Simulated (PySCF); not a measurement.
Molfile (atoms numbered from 1):
```
ClH3Si
     RDKit          3D

  5  4  0  0  0  0  0  0  0  0999 V2000
    0.8439    0.6854   -0.3205 Si  0  0  0  0  0  4  0  0  0  0  0  0
    2.8929    0.6224   -0.2005 Cl  0  0  0  0  0  0  0  0  0  0  0  0
    0.4016   -0.3023   -1.3311 H   0  0  0  0  0  0  0  0  0  0  0  0
    0.4393    2.0520   -0.7220 H   0  0  0  0  0  0  0  0  0  0  0  0
    0.2851    0.3502    1.0090 H   0  0  0  0  0  0  0  0  0  0  0  0
  1  2  1  0
  1  3  1  0
  1  4  1  0
  1  5  1  0
M  END
```

Geometry: PBE0-D3(BJ)/def2-TZVP; GIAO absolute shieldings from PySCF 2.14, gas phase, non-relativistic, averaged over equivalent atoms.

At wB97X-D/pcSseg-2 (128 basis functions, 4.3 s wall time on 1 thread of an Arm Neoverse V1, shared host):
```
   atoms  σ (ppm)
     Si1    379.1
     Cl2   1029.2
H3/H4/H5    26.47
```

Predict the values at PBE0/pcSseg-2 on the same geometry.

Answers


```csv
atoms,σ at PBE0/pcSseg-2,change
Si1,378.9,-0.2
Cl2,1029.3,+0.1
H3/H4/H5,26.28,-0.19
```

The largest change is at Si1 (silicon bonded to Cl, 3 H). Cost: 128 basis functions, 6.1 s wall time on 1 thread of an Arm Neoverse V1, shared host.
